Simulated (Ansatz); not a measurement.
**AlH₄LiSi (SMILES [Li][AlH][SiH3]): one structure at several levels**

One table from this session's results is given with a row withheld; the runs are named, their logs left out.

The runs use Ansatz 0.2.0, Gaussian basis; single points in def2-TZVPP.

Correlated methods freeze the cores. The outer core shell of Li, Na, Mg and K is correlated.

### The starting structure

SMILES `[Li][AlH][SiH3]`, 7 atoms, charge 0, spin multiplicity 1.

Atoms are counted from 1 here; the program's logs count them from 0.

Bond lengths: Li1–Al2 2.354 Å, Al2–Si3 2.601 Å, Al2–H4 1.463 Å, Si3–H5 1.542 Å, Si3–H6 1.568 Å, Si3–H7 1.702 Å. Angles: Li1–Al2–Si3 156.6°, Li1–Al2–H4 106.6°, Si3–Al2–H4 94.4°, Al2–Si3–H5 112.0°, Al2–Si3–H6 106.2°, Al2–Si3–H7 120.8°, H5–Si3–H6 111.1°, H5–Si3–H7 100.3°, H6–Si3–H7 106.3°.

Coordinates:

```xyz
7
charge 0, multiplicity 1
Li   -2.8911   -2.2967   -0.1520
Al   -0.8828   -1.0839    0.0427
Si    0.6459    1.0199    0.0246
H     0.2006   -2.0141   -0.2742
H     0.4533    1.8622   -1.2527
H     0.2720    1.8446    1.3052
H     2.3409    0.8664    0.0343
```

The first run:

Contents of run/in.yaml:

```yaml
crystal:
  periodic: [false, false, false]
  atoms:
    - {symbol: Li, position_ang: [-2.891100, -2.296700, -0.152000]}
    - {symbol: Al, position_ang: [-0.882800, -1.083900, 0.042700]}
    - {symbol: Si, position_ang: [0.645900, 1.019900, 0.024600]}
    - {symbol: H, position_ang: [0.200600, -2.014100, -0.274200]}
    - {symbol: H, position_ang: [0.453300, 1.862200, -1.252700]}
    - {symbol: H, position_ang: [0.272000, 1.844600, 1.305200]}
    - {symbol: H, position_ang: [2.340900, 0.866400, 0.034300]}
basis:
  gaussian: {orbitals: def2-TZVPP}
correlation: {method: ccsd_t}
output: {forces: true}
```

No record of the launch command was kept for these runs.

Among the steps run: CCSD(T)/def2-TZVPP; PBE0-D4/def2-TZVPP; wB97M-V/def2-TZVPP; r2SCAN-D4/def2-TZVPP; PBE-D4/def2-TZVPP; LC-wPBE/def2-TZVPP; revPBE-D4/def2-TZVPP.

One table of the session follows, with a row left open; its other results are not shown here.

| method | RMS force component (eV/Å) | angle to CCSD(T) forces (°) | dipole (D) |
| --- | --- | --- | --- |
| CCSD(T) | 1.077 | reference | 8.96 |
| PBE0-D4 | 1.063 | 2.5 | 8.64 |
| wB97M-V | 1.063 | 2.5 | 8.94 |
| r2SCAN-D4 | 1.072 | 2.6 | 8.74 |
| PBE-D4 | 1.033 | 7.0 | 8.34 |
| LC-wPBE | ? | ? | ? |
| revPBE-D4 | 1.020 | 8.9 | 8.33 |

**Question.** Estimate the row for LC-wPBE.

The run gave: RMS force component (eV/Å): 1.106; angle to CCSD(T) forces (°): 2.5; dipole (D): 8.95. In the column «RMS force component (eV/Å)» it is the highest.
